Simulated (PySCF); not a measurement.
Hydrogen cyanide, CHN, SMILES C#N, point group C∞v.

Force field and properties: PBE0/pcSseg-2 (PySCF, grid level 2). Vibrational terms come from second-order perturbation theory with semi-diagonal cubic constants, by steps of ±0.6 along the normal coordinates of each isotopologue. The parent has the commonest isotopes.

Equilibrium geometry (Å):

```csv
atom,x,y,z
C1,-0.0105,-0.0038,-0.0161
N2,1.1342,0.0138,-0.0441
H3,-1.0778,-0.0202,0.0100
```

**Question.** How much do zero-point and thermal motion change the parent's shieldings?

**Answer.** 
```json
{"atom": "C1", "σe (ppm)": "71.54", "anharmonic part, 0 K": "-0.85", "harmonic part, 0 K": "-1.32", "Δσ at 0 K": "-2.17", "Δσ at 250 K": "-2.24", "Δσ at 300 K": "-2.27"}
{"atom": "N2", "σe (ppm)": "-45.67", "anharmonic part, 0 K": "-1.95", "harmonic part, 0 K": "-6.95", "Δσ at 0 K": "-8.90", "Δσ at 250 K": "-9.19", "Δσ at 300 K": "-9.41"}
{"atom": "H3", "σe (ppm)": "29.04", "anharmonic part, 0 K": "0.03", "harmonic part, 0 K": "-0.73", "Δσ at 0 K": "-0.69", "Δσ at 250 K": "-0.71", "Δσ at 300 K": "-0.72"}
```

**Question.** And the bond lengths, in the parent and with ¹⁵N at 2?

**Answer.** 
```csv
bond,re (Å),⟨r⟩ at 0 K,between mean positions,"⟨r⟩, labelled"
C1–N2,1.1452,1.1497,1.1490,1.1497
C1–H3,1.0678,1.0861,1.0663,1.0861
```

**Question.** What are the dipole moments?

**Answer.** 3.052 D at equilibrium; averaged at 0 K: parent 3.031 D; ¹⁵N at 2 3.031 D; ²H at 3 3.036 D; ¹³C at 1, ²H at 3 3.036 D; ¹³C at 1 3.031 D; ¹⁵N at 2, ²H at 3 3.036 D; ¹³C at 1, ¹⁵N at 2 3.031 D. Measured: 2.98 D (NIST CCCBDB Release 22 (SRD 101), experimental dipoles).

The study (80 SCF points, 86 basis functions) took 110 s on 1 thread of INTEL XEON PLATINUM 8581C @ 2.30GHz, shared host (rough), peak memory 0.39 GiB, launched as `OMP_NUM_THREADS=1 python ens_run.py task.json out`.
